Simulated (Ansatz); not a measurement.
**One shape, several levels: H3NO (hydroxylamine)**

Aim: a comparison of 6 runs (HF/STO-3G, PBE/STO-3G, UB3LYP/STO-3G, UPBE0/STO-3G, RPA@PBE/STO-3G, UCCSD(T)/STO-3G) of H3NO (hydroxylamine). 

Program for the calculation: Ansatz 0.2.0.

45 further runs of the same task are left out: 2 that didn't finish, 43 set aside as unsound or not needed.

## (1) The structure to begin with

H3NO: 5 atoms, total charge 0, spin state singlet. SMILES: `NO`. The H4–N1 distance was set to 1.524 Å, away from the relaxed value. At this shape a bond of the SMILES string is far longer than usual.

Bond lengths: N1–O2 1.422 Å, N1–H3 1.016 Å, O2–H5 0.960 Å. Angles: N1–O2–H5 102.8°, O2–N1–H3 104.5°. A long bond or contact: N1–H4 1.524 Å.

## (2) The energy at HF/STO-3G (run 1)

File run.yaml:

```yaml
crystal:
  periodic: [false, false, false]
  atoms:
    - {symbol: "N", position_ang: [0.323183, -0.487025, -0.258645]}
    - {symbol: O, position_ang: [0.852763, 0.540305, 0.570585]}
    - {symbol: H, position_ang: [0.325613, -1.315755, 0.329295]}
    - {symbol: H, position_ang: [-1.141650, -0.109840, -0.446210]}
    - {symbol: H, position_ang: [1.593313, 0.869365, 0.055085]}
basis:
  gaussian:
    orbitals: STO-3G
hamiltonian:
  xc: hf
accuracy: high
```

Started as:

```console
$ ansatz run run.yaml --threads 1 --pin off --max-ram 3480MiB --events-out events.jsonl --progress --plain --runs-dir runs
```

Standard output:

```text
Warning: RAYON_NUM_THREADS=1 ignored (pool sized by the plan → 1); use --threads N
Functional definition: HF
  name "HF"
  exchange = exact_x
  correlation = 0
208 factors; integrals over basis functions are off by at most 2.9e-8 eV
mean field evaluation 1: about -3513.5814 eV, gradient 1.3e1 eV
mean field evaluation 2: about -3513.7010 eV, gradient 1.3e1 eV
mean field evaluation 4: about -3514.3528 eV, gradient 1.2e0 eV
mean field evaluation 8: about -3514.3669 eV, gradient 4.0e-2 eV
mean field -3514.36690746 eV, -129.1506017257 hartree, gradient 1.0e-8 eV, S^2 0.000000; 0 other end points of the search recorded, 0 dependent functions left out
reference -3514.36690746 eV, -129.1506017257 hartree; 9, 9 occupied and 4, 4 virtual orbitals, 208 factors
Total energy: -3514.36690746 eV, -129.1506017257 hartree
```

Run time: 0.06 s. Hardware: 1 thread of Arm Neoverse V1, shared host.

## (3) A single-point energy at PBE/STO-3G (run 2)

run.yaml: that of step 2 with these lines changed.

```diff
@@ -3,3 +3,3 @@
   atoms:
-    - {symbol: "N", position_ang: [0.323183, -0.487025, -0.258645]}
+    - {symbol: N, position_ang: [0.323183, -0.487025, -0.258645]}
     - {symbol: O, position_ang: [0.852763, 0.540305, 0.570585]}
@@ -12,3 +12,3 @@
 hamiltonian:
-  xc: hf
+  xc: {name: PBE}
 accuracy: high
```

Started as:

```console
$ ansatz run run.yaml --threads 1 --pin off --max-ram 3480MiB --events-out events.jsonl --progress --plain --runs-dir runs
```

Standard output:

```text
Warning: RAYON_NUM_THREADS=1 ignored (pool sized by the plan → 1); use --threads N
Functional definition: PBE
  name "PBE"
  parameter kappa = 0.804
  parameter beta = 0.06672455060314922
  exchange = pbe_x(kappa = kappa, mu = beta*pi^2/3)
  correlation = pbe_c(beta = beta)
208 factors; integrals over basis functions are off by at most 2.9e-8 eV
mean field evaluation 1: about -3529.1427 eV, gradient 7.0e0 eV
mean field evaluation 2: about -3529.1966 eV, gradient 6.7e0 eV
mean field evaluation 4: about -3529.3655 eV, gradient 1.2e0 eV
mean field evaluation 8: about -3529.3061 eV, gradient 4.8e-3 eV
mean field evaluation 16: about -3529.3061 eV, gradient 2.2e-8 eV
mean field -3529.30614255 eV, -129.6996084892 hartree, gradient 3.6e-8 eV, S^2 0.000000; 0 other end points of the search recorded, 0 dependent functions left out
reference -3529.30614429 eV, -129.6996085531 hartree; 9, 9 occupied and 4, 4 virtual orbitals, 208 factors
Total energy: -3529.30614429 eV, -129.6996085531 hartree
```

It took 0.68 s on 1 thread of Arm Neoverse V1, shared host.

Run 3 isn't shown in full; the table further down has it.

## (4) The energy at UPBE0/STO-3G (run 4)

File input.yaml:

```yaml
crystal:
  periodic: [false, false, false]
  atoms:
    - {symbol: N, position_ang: [0.323183, -0.487025, -0.258645]}
    - {symbol: O, position_ang: [0.852763, 0.540305, 0.570585]}
    - {symbol: H, position_ang: [0.325613, -1.315755, 0.329295]}
    - {symbol: H, position_ang: [-1.141650, -0.109840, -0.446210]}
    - {symbol: H, position_ang: [1.593313, 0.869365, 0.055085]}
basis:
  gaussian: {orbitals: STO-3G}
magnetization: {spin_polarized: true, initial_magnetization: 0}
hamiltonian: {xc: pbe0}
accuracy: high
```

Started as:

```console
$ ansatz run input.yaml --threads 1 --pin off --max-ram 3480MiB --events-out events.jsonl --progress --plain --runs-dir runs
```

Standard output:

```text
Warning: RAYON_NUM_THREADS=1 ignored (pool sized by the plan → 1); use --threads N
Functional definition: PBE0
  name "PBE0"
  parameter a = 0.25
[... 2 set-up lines as earlier in the session ...]
  exchange = (1 - a)*pbe_x(kappa = kappa, mu = beta*pi^2/3) + a*exact_x
[... 1 set-up line as earlier in the session ...]
208 factors; integrals over basis functions are off by at most 2.9e-8 eV
mean field evaluation 1: about -3529.3934 eV, gradient 6.1e0 eV
mean field evaluation 2: about -3529.5560 eV, gradient 4.4e0 eV
mean field evaluation 4: about -3529.6832 eV, gradient 1.1e-1 eV
mean field evaluation 8: about -3529.6652 eV, gradient 2.6e-3 eV
mean field evaluation 16: about -3529.6652 eV, gradient 2.3e-8 eV
mean field -3529.66521089 eV, -129.7128040070 hartree, gradient 2.3e-8 eV, S^2 0.000000; 1 other end points of the search recorded, 0 dependent functions left out
reference -3529.66521220 eV, -129.7128040552 hartree; 9, 9 occupied and 4, 4 virtual orbitals, 208 factors
Total energy: -3529.66521220 eV, -129.7128040552 hartree
```

It took 1.2 s on 1 thread of Arm Neoverse V1, shared host; peak memory 0.11 GiB.

Run 5 isn't shown in full; the table further down has it.

## (5) A single-point energy at UCCSD(T)/STO-3G (run 6)

File in.yaml:

```yaml
crystal:
  periodic: [false, false, false]
  atoms:
    - symbol: N
      position_ang: [0.323183, -0.487025, -0.258645]
    - symbol: O
      position_ang: [0.852763, 0.540305, 0.570585]
    - symbol: H
      position_ang: [0.325613, -1.315755, 0.329295]
    - symbol: H
      position_ang: [-1.141650, -0.109840, -0.446210]
    - symbol: H
      position_ang: [1.593313, 0.869365, 0.055085]
basis:
  gaussian:
    orbitals: STO-3G
magnetization:
  spin_polarized: true
scf:
  omitted_lower_state_checks: [cluster_reference, increment]
accuracy: high
correlation:
  method: ccsd_t
  frozen_orbitals: {H: 0, "N": 1, O: 1}
```

Started as:

```console
$ ansatz run in.yaml --threads 1 --pin off --max-ram 3480MiB --events-out events.jsonl --progress --plain --runs-dir runs
```

Standard output, cut to the lines that bear on the results:

```text
Warning: RAYON_NUM_THREADS=1 ignored (pool sized by the plan → 1); use --threads N
[... 2 set-up lines as earlier in the session ...]
[...]
208 factors; integrals over basis functions are off by at most 2.9e-8 eV
[...]
mean field -3514.59681133 eV, -129.1590505371 hartree, gradient 4.1e-8 eV, S^2 0.381804; 2 other end points of the search recorded, 0 dependent functions left out
2 core orbitals not correlated: weight in the atoms' cores, before any rotation towards them, 1.000 or more for the frozen orbitals, at most 0.000 for the correlated occupied ones
reference -3514.59681133 eV, -129.1590505371 hartree; 7, 7 occupied and 4, 4 virtual orbitals, 208 factors
second order -2.29888210 eV of doubles, -0.00000000 eV of singles
cycle   1  -2.89782686 eV  change   -6.0e-1 eV  update   8.0e-2
[...]
cycle  27  -3.91813155 eV  change   -1.1e-9 eV  update  3.2e-10
perturbative correction -0.04277779 eV, -0.0015720547 hartree
Total energy: -3518.55772067 eV, -129.3046112705 hartree
Checks for a lower state left out: cluster_reference, increment
```

Run time: 0.18 s. Hardware: 1 thread of Arm Neoverse V1, shared host.

## (6) Overview of the runs

```csv
run,level,frozen core orbitals,energy (Eh),wall time
1,HF/STO-3G,–,-129.150602,0.06 s
2,PBE/STO-3G,–,-129.699609,0.68 s
3,UB3LYP/STO-3G,–,-129.836256,1.4 s
4,UPBE0/STO-3G,–,-129.712804,1.2 s
5,RPA@PBE/STO-3G,2,-129.369846,1 s
6,UCCSD(T)/STO-3G,2,-129.304611,0.18 s
```

## (7) What came out

| quantity | value |
| --- | --- |
| run 6: total energy | -129.30461 Eh |
| run 6: correlation energy (2 core orbitals frozen) | -145.6 mEh |
| run 6: (T) correction | -1.57 mEh |
| run 6: ⟨S²⟩ of the reference determinant | 0.382 |
| run 6: T1 diagnostic | 0.065 |

In words: Totals of different functionals can't be ranked against each other. In runs 1, 2, 3, 4, 5, 6 the basis is minimal, so the values are rough. Spin contamination of the reference: run 6 ⟨S²⟩ = 0.38. All runs together took 4.5 s, the longest 1.4 s.
